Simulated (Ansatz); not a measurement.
Ansatz (a first-principles code) input for H₂Si, SMILES [SiH2] (connectivity only; charge and spin as stated), charge +1, multiplicity 2, PBE0-D3(BJ)/def2-TZVPD. 

Ansatz 0.2 input:
```yaml
crystal:
  periodic: [false, false, false]
  atoms:
    - {symbol: Si, position_ang: [-0.00000000, -0.00000000, -0.07399191]}
    - {symbol: H, position_ang: [0.00000000, -1.34721888, 0.51794338]}
    - {symbol: H, position_ang: [0.00000000, 1.34721888, 0.51794338]}
basis:
  gaussian:
    orbitals: def2-TZVPD
hamiltonian:
  xc: pbe0
  dispersion: d3bj
total_charge: 1
magnetization: {spin_polarized: true, initial_magnetization: 1}
relax: {f_tol: 0.002, max_steps: 200}
```

Output:

```
WARN ansatz: RAYON_NUM_THREADS=1 ignored (pool sized by the plan → 1); use --threads N
Functional definition: PBE0
integrals: 0.01 GiB planned
398 factors; their error is unknown
mean field: 0.14 GiB planned
mean field evaluation 1: about -7895.1442 eV, gradient 7.5e0 eV
mean field evaluation 2: about -7895.5125 eV, gradient 2.1e0 eV
mean field evaluation 4: about -7895.5382 eV, gradient 7.1e-2 eV
mean field evaluation 8: about -7895.5420 eV, gradient 2.2e-3 eV
mean field evaluation 16: about -7894.6400 eV, gradient 5.3e0 eV
mean field -7895.54197456 eV, -290.1558157745 hartree, gradient 4.3e-5 eV, S^2 0.752092; 2 other end points of the search recorded, 0 dependent functions left out
the calculation of the forces begins
reference -7895.54199969 eV, -290.1558166978 hartree; 8, 7 occupied and 53, 54 virtual orbitals, 398 factors
relax step   1: F+E_penalty+E_count = -7895.56222892 eV  Δ(F+E_penalty+E_count) = +0.000e0 eV  max|allowed force component| = 1.069e0 eV/Å  Δτ_max = 0.0000 Å  (34 SCF iters, accepted)
these checks for a lower state are left out or cut short: starts, cluster_reference, orbital_swaps, neighbouring_geometries, increment
integrals: 0.01 GiB planned
398 factors; their error is unknown
mean field: 0.14 GiB planned
mean field -7895.62155449 eV, -290.1587402830 hartree, gradient 1.2e-5 eV, S^2 0.752483; 0 other end points of the search recorded, 0 dependent functions left out
the calculation of the forces begins
reference -7895.62157899 eV, -290.1587411833 hartree; 8, 7 occupied and 53, 54 virtual orbitals, 398 factors
relax step   2: F+E_penalty+E_count = -7895.64190887 eV  Δ(F+E_penalty+E_count) = -7.968e-2 eV  max|allowed force component| = 1.493e-1 eV/Å  Δτ_max = 0.1153 Å  (29 SCF iters, accepted)
these checks for a lower state are left out or cut short: starts, cluster_reference, orbital_swaps, neighbouring_geometries, increment
integrals: 0.01 GiB planned
398 factors; their error is unknown
mean field: 0.14 GiB planned
mean field evaluation 32: about -7895.6226 eV, gradient 9.2e-6 eV
mean field -7895.62261673 eV, -290.1587793197 hartree, gradient 9.2e-6 eV, S^2 0.752423; 0 other end points of the search recorded, 0 dependent functions left out
the calculation of the forces begins
reference -7895.62264129 eV, -290.1587802223 hartree; 8, 7 occupied and 53, 54 virtual orbitals, 398 factors
relax step   3: F+E_penalty+E_count = -7895.64295976 eV  Δ(F+E_penalty+E_count) = -1.051e-3 eV  max|allowed force component| = 1.159e-2 eV/Å  Δτ_max = 0.0124 Å  (30 SCF iters, accepted)
these checks for a lower state are left out or cut short: starts, cluster_reference, orbital_swaps, neighbouring_geometries, increment
integrals: 0.01 GiB planned
398 factors; their error is unknown
mean field: 0.14 GiB planned
mean field -7895.62263783 eV, -290.1587800950 hartree, gradient 5.7e-5 eV, S^2 0.752424; 0 other end points of the search recorded, 0 dependent functions left out
the calculation of the forces begins
reference -7895.62266238 eV, -290.1587809972 hartree; 8, 7 occupied and 53, 54 virtual orbitals, 398 factors
relax step   4: F+E_penalty+E_count = -7895.64298248 eV  Δ(F+E_penalty+E_count) = -2.272e-5 eV  max|allowed force component| = 3.084e-4 eV/Å  Δτ_max = 0.0018 Å  (22 SCF iters, accepted)
integrals: 0.01 GiB planned
398 factors; their error is unknown
mean field: 0.14 GiB planned
mean field -7895.62263783 eV, -290.1587800950 hartree, gradient 5.7e-5 eV, S^2 0.752424; 1 other end points of the search recorded, 0 dependent functions left out
the calculation of the forces begins
reference -7895.62266238 eV, -290.1587809972 hartree; 8, 7 occupied and 53, 54 virtual orbitals, 398 factors
Total energy: -7895.64300703 eV, -290.1595286493 hartree
Atom 0 at     0.000000     0.000000    -0.178193 Å, force    -0.000000     0.000000    -0.000308 eV/Å
Atom 1 at    -0.000000    -1.289823     0.570044 Å, force    -0.000000    -0.000075     0.000154 eV/Å
Atom 2 at    -0.000000     1.289823     0.570044 Å, force     0.000000     0.000075     0.000154 eV/Å
Dipole moment:     0.000000    -0.000000     0.003727 e Å
```

The calculation finished and met its thresholds.
